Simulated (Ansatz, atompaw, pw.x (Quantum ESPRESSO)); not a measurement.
# Equation-of-state test of one PAW (atompaw) potential (tin)

```json
{"Element": "tin (Sn)", "Generator": "atompaw 4.2.0.5", "Type": "PAW", "Functional": "PBE", "Relativity": "scalar-relativistic", "Frozen core": "[Kr] 4d10", "Valence charge": "4", "Reference configuration": "5s1.75 5p2.25", "Partial waves": "5s (bound): rc 2.40 bohr; 5s channel at -0.3 Ry: rc 2.40 bohr; 5p (bound): rc 2.90 bohr; 5p channel at 0.15 Ry: rc 2.90 bohr; 5d channel at 9.25 Ry: rc 2.85 bohr; 5d channel at 2.9 Ry: rc 2.90 bohr", "Local potential": "bessel scheme, radius 2.00 bohr", "Core correction": "smooth core density matched at 1.50 bohr", "Augmentation charge": "sinc compensation charge, radius 2.75 bohr; PAW radius 2.90 bohr; waves and projectors: custom rrkj vanderbiltortho"}
```

Atomic tests: cutoffs needed: 6 Ry and 8 Ry (the cutoffs (Ry, on a coarse ladder) from which the occupation-weighted sum of valence levels, in a spherical-Bessel basis at the reference potential, stays within 10 and 1 mRy of its value at 400 Ry); ghost test: no extra level below or beside the all-electron valence levels (s, p, d, f tested) (spherical-Bessel basis up to 400 Ry, 20 bohr box); lowest eigenvalue of the overlap operator: 0.36 (s channel).

Crystal test: diamond Sn in pw.x 7.5, no spin, 8³ k-points, Fermi–Dirac smearing 0.01 Ry, cutoffs 40/400 Ry. The reference is all-electron LAPW (Ansatz 0.2.0) with the same functional, mesh and smearing; V0 and B0 come from Birch–Murnaghan fits to the pressures at five volumes. Errors are pseudo minus all-electron; Δ is the rms difference of the E(V) curves that follow from these fits, minima aligned, over ±6 % about the mean V0. Mesh and smearing are coarse, so the numbers serve the comparison and aren't converged zero-temperature values; the lattice is a test structure that the element need not adopt.

```json
{"V (Å³/atom)": "34.936", "P all-electron (GPa)": "2.25", "P pseudo (GPa)": "0.24"}
{"V (Å³/atom)": "35.856", "P all-electron (GPa)": "1.13", "P pseudo (GPa)": "-0.74"}
{"V (Å³/atom)": "36.775", "P all-electron (GPa)": "0.16", "P pseudo (GPa)": "-1.58"}
{"V (Å³/atom)": "37.694", "P all-electron (GPa)": "-0.67", "P pseudo (GPa)": "-2.29"}
{"V (Å³/atom)": "38.614", "P all-electron (GPa)": "-1.39", "P pseudo (GPa)": "-2.91"}
```

All-electron: a0 = 6.661 Å (V0 = 36.95 Å³/atom), B0 = 35.1 GPa.

Pseudopotential: mean pressure error (GPa): -1.75; a0 (Å): 6.551; a0 error (%): -1.65; B0 error (%): +10.6; Δ (meV/atom): 14.5. The largest radius (2.90 bohr) exceeds half the bond length (2.72 bohr), so the spheres overlap, which is one possible source of error among others. This is a poor potential for the solid.

At the middle volume, how do free energy and pressure move when the wave cutoff is lowered (ecutrho held at 400 Ry)?

```
cutoff (Ry)  shift of F (meV/atom)  shift of P (GPa)
         18                   +1.1             -0.01
         24                   +0.4             -0.00
         32                   +0.2             +0.00
```

Input at the middle volume:

```
&control
  calculation='scf', prefix='x', pseudo_dir='./', outdir='./tmp', tstress=.true., disk_io='none'
/
&system
  ibrav=0, nat=2, ntyp=1, ecutwfc=40, ecutrho=400, nbnd=11,
  occupations='smearing', smearing='fd', degauss=0.01
/
&electrons
  conv_thr=1e-09, mixing_beta=0.4, electron_maxstep=70
/
ATOMIC_SPECIES
Sn 1.0 Sn.UPF
CELL_PARAMETERS angstrom
  0.00000000 3.32545361 3.32545361
  3.32545361 0.00000000 3.32545361
  3.32545361 3.32545361 0.00000000
ATOMIC_POSITIONS crystal
Sn 0.0000 0.0000 0.0000
Sn 0.2500 0.2500 0.2500
K_POINTS automatic
8 8 8 0 0 0
```

```bash
pw.x < Sn.scf.in > Sn.scf.out
```

Lines of the output:

```
Message from routine setup:
     using ibrav=0 with symmetry is DISCOURAGED, use correct ibrav instead
     lattice parameter (alat)  =       8.8872  a.u.
     unit-cell volume          =     496.3400 (a.u.)^3
     number of electrons       =         8.00
     number of Kohn-Sham states=           11
     kinetic-energy cutoff     =      40.0000  Ry
     charge density cutoff     =     400.0000  Ry
     scf convergence threshold =      1.0E-09
     Exchange-correlation= SLA PW PBX PBC
     number of k points=    29  Fermi-Dirac smearing, width (Ry)=  0.0100
     iteration #  1     ecut=    40.00 Ry     beta= 0.40
     total energy              =    -667.97483278 Ry
     estimated scf accuracy    <       0.03964315 Ry
     iteration #  2     ecut=    40.00 Ry     beta= 0.40
     total energy              =    -667.83498091 Ry
     estimated scf accuracy    <       0.01006444 Ry
     iteration #  3     ecut=    40.00 Ry     beta= 0.40
     total energy              =    -667.83368334 Ry
     estimated scf accuracy    <       0.00005562 Ry
     iteration #  4     ecut=    40.00 Ry     beta= 0.40
     total energy              =    -667.83204836 Ry
     estimated scf accuracy    <       0.00002067 Ry
     iteration #  5     ecut=    40.00 Ry     beta= 0.40
     total energy              =    -667.83206654 Ry
     estimated scf accuracy    <       0.00000269 Ry
     iteration #  6     ecut=    40.00 Ry     beta= 0.40
     total energy              =    -667.83206691 Ry
     estimated scf accuracy    <       0.00000009 Ry
     iteration #  7     ecut=    40.00 Ry     beta= 0.40
     total energy              =    -667.83206690 Ry
     estimated scf accuracy    <       0.00000001 Ry
     iteration #  8     ecut=    40.00 Ry     beta= 0.40
     the Fermi energy is     3.5183 ev
!    total energy              =    -667.83206690 Ry
     estimated scf accuracy    <          4.5E-10 Ry
     smearing contrib. (-TS)   =      -0.00134955 Ry
     The total energy is F=E-TS. E is the sum of the following terms:
     one-electron contribution =       4.53455721 Ry
     hartree contribution      =       1.09988826 Ry
     xc contribution           =     -39.52288868 Ry
     ewald contribution        =     -13.71516117 Ry
     one-center paw contrib.   =    -620.22711297 Ry
     convergence has been achieved in   8 iterations
          total   stress  (Ry/bohr**3)                   (kbar)     P=      -15.77
     Message from routine punch:
     Nothing written, as per user request (disk_io='none')
```

The run at the middle volume (29 k-points, 8 iterations) took about 16 s on one core of a shared host (Intel(R) Xeon(R) 6975P-C, 192 threads, 756 GiB, load 85).
